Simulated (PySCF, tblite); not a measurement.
Isomers of [C5H6]+ (charge +1 and doublet state), one GFN2-xTB conformer each. Single-point energies are computed at B3LYP/pcH-1 (PySCF, gas phase, no added dispersion term), electronic only. GFN2-xTB treats the open shell by occupation alone, and not every SCF solution was tested for stability.

| SMILES | GFN2-xTB relative energy (kJ/mol) |
| --- | --- |
| [CH2+][CH]C#CC | 0.0 |
| C[CH+][C]1C=C1 | 34.0 |

Conformers: `[CH2+:1][CH:2][C:3]#[C:4][CH3:5]` (charge +1 and doublet state) with H–C1–C2–C3 -1° and 179°; `[CH3:1][CH+:2][C:3]1[CH:4]=[CH:5]1` (charge +1 and doublet state) with C1–C2–C3–C4 180°.

Problem. What does B3LYP/pcH-1 give for the same structures?

Solution. 
```json
{"SMILES": "[CH2+][CH]C#CC", "B3LYP/pcH-1 E (Eh)": "-193.76351", "B3LYP/pcH-1 (kJ/mol)": "0.0", "GFN2-xTB (kJ/mol)": "0.0", "point group": "near Cs"}
{"SMILES": "C[CH+][C]1C=C1", "B3LYP/pcH-1 E (Eh)": "-193.75762", "B3LYP/pcH-1 (kJ/mol)": "15.5", "GFN2-xTB (kJ/mol)": "34.0", "point group": "Cs"}
```

Both levels put the same isomer lowest. As drawn, the higher has a three-membered ring, which the lower lacks. Neighbours under 21 kJ/mol apart ([CH2+][CH]C#CC and C[CH+][C]1C=C1) can change places with a better method, another conformer or zero-point energy.

Problem. What happens when harmonic zero-point energies from GFN2-xTB frequencies are added?

Solution. 
| SMILES | ZPE (kJ/mol) | electronic (kJ/mol) | with ZPE (kJ/mol) |
| --- | --- | --- | --- |
| [CH2+][CH]C#CC | 219.2 | 0.0 | 0.0 |
| C[CH+][C]1C=C1 | 223.4 | 15.5 | 19.7 |

The zero-point energies span 4.2 kJ/mol. The order is unchanged.
